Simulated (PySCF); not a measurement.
Geometry:
| atom | x (Å) | y (Å) | z (Å) |
| --- | --- | --- | --- |
| C1 | 1.591 | 0.538 | 0.370 |
| C2 | 0.838 | -0.736 | 0.105 |
| S3 | 0.338 | -1.154 | -1.597 |
| C4 | -0.629 | -0.767 | -0.116 |
| C5 | -1.437 | 0.499 | -0.132 |
| F6 | -1.667 | 0.916 | 1.159 |
| H7 | 1.446 | 0.848 | 1.418 |
| H8 | 2.667 | 0.393 | 0.198 |
| H9 | 1.255 | 1.355 | -0.283 |
| H10 | 1.228 | -1.606 | 0.647 |
| H11 | -1.162 | -1.623 | 0.314 |
| H12 | -0.908 | 1.292 | -0.681 |
| H13 | -2.408 | 0.324 | -0.625 |

Geometry: PBE0-D3(BJ)/def2-SVP; GIAO shifts from PySCF 2.14.0 with density-fitted response routines, gas phase, non-relativistic, averaged over equivalent atoms.

At B97-2/pcSseg-1 (144 basis functions, 18 s wall time on 1 thread of an Arm Neoverse N1, shared host):
| atoms | δ (ppm) |
| --- | --- |
| C5 | 83.7 |
| C2 | 38.3 |
| C4 | 37.5 |
| C1 | 18.4 |
| S3 | -171.8 |
| F6 | -224.4 |
| H13 | 4.90 |
| H12 | 3.84 |
| H11 | 2.93 |
| H10 | 2.83 |
| H7/H8/H9 | 1.51 |

Chemical shifts δ = σref − σ; 13C (183.69 ppm), 1H (31.38 ppm) against TMS; 33S (499.83 ppm) against CS2; 19F (178.12 ppm) vs CFCl3, all at this level.

Estimate the result of repeating the calculation with PBE0/pcSseg-1.

Results:


```tsv
atoms	δ at PBE0/pcSseg-1	change
C5	84.5	+0.8
C2	38.3	+0.0
C4	37.8	+0.3
C1	17.9	-0.5
S3	-175.9	-4.1
F6	-227.5	-3.1
H13	4.92	+0.02
H12	3.84	+0.00
H11	2.95	+0.02
H10	2.84	+0.01
H7/H8/H9	1.50	-0.01
```

Scale: 13C (184.41 ppm) and 1H (31.27 ppm) against TMS; 33S (495.66 ppm) against CS2; 19F (177.25 ppm) against CFCl3 (reference shieldings calculated alike).

The largest change is at S3 (sulfide sulfur). Cost: 144 basis functions, 12 s wall time on 1 thread of an Arm Neoverse V1, shared host. The order of the carbon signals is the same at both levels.

Unscaled 19F shifts against computed CFCl3 carry errors that often reach 10 to 50 ppm.
